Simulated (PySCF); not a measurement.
Saddle point of CH$_{5}$Al, closed shell (AlH + CH₄ → CH₃Al ([CH3][Al]) + H₂; bonds formed: Al1–C4, H2–H3; bonds broken: Al1–H3, H2–C4), PBE0-D4/def2-TZVP structure:

```
atom    x (Å)    y (Å)    z (Å)
 Al1  -1.3515  -1.0754   0.0880
  H2  -0.2597  -0.0590  -0.8647
  H3  -0.9068  -0.4556  -1.5607
  C4   0.4141   0.2565   0.4233
  H5   1.0664  -0.4607   0.9309
  H6  -0.0204   0.9092   1.1864
  H7   1.0578   0.8849  -0.2031
```

Energies are electronic, without zero-point energy. Barriers and step energies count from the start structure reached by relaxing down the imaginary mode; all methods use the PBE0-D4 structures, on which another method's saddle can fall below an end. Computed with PySCF 2.14 with density fitting (its default auxiliary sets; JK sets also for MP2 and CCSD(T)) (basis: def2-TZVPP, with def2-QZVPP for the basis limit); correlated methods freeze the cores. B3LYP uses VWN-RPA correlation. Extrapolation: Hartree–Fock as exp(−7.88 √X), correlation as X^−2.97.

```
   method  barrier (eV)  step energy (eV)
    SPW92         0.625             0.211
   PBE-D4             ?             0.177
r2SCAN-D4             ?             0.173
  PBE0-D4         1.088             0.224
 B3LYP-D4         1.274             0.239
 BHLYP-D4         1.478             0.299
  wB97M-V         1.260             0.228
       HF         2.002             0.403
      MP2             ?             0.167
     CCSD         1.477             0.272
  CCSD(T)         1.361             0.234
```

(1) Fill in the withheld barriers. (To be estimated.)

The T1 diagnostic stays at or below 0.013. The restricted Hartree–Fock reference is unstable towards an unrestricted one at one or more of these structures.

## Answers

(1) The calculation gives: PBE-D4 0.933; r2SCAN-D4 0.984; MP2 1.268 eV. Each is the energy of the saddle less that of the start structure, by the same method.

For comparison, the barrier by CCSD(T) at an estimated basis limit (MP2 extrapolated from triple and quadruple zeta, plus CCSD(T) − MP2 in triple zeta) is 1.313 eV.

Labels in which every atom is bracketed show which atoms are joined, not bond orders.

For scale, one of the runs: CCSD(T)/def2-TZVPP, 143 basis functions, launched by `OMP_NUM_THREADS=4 python run.py`. Time: 43 s of wall clock on 4 CPU threads of a Oxide Virtual Turin-like; the host was shared. Peak host memory: 0.61 GiB.
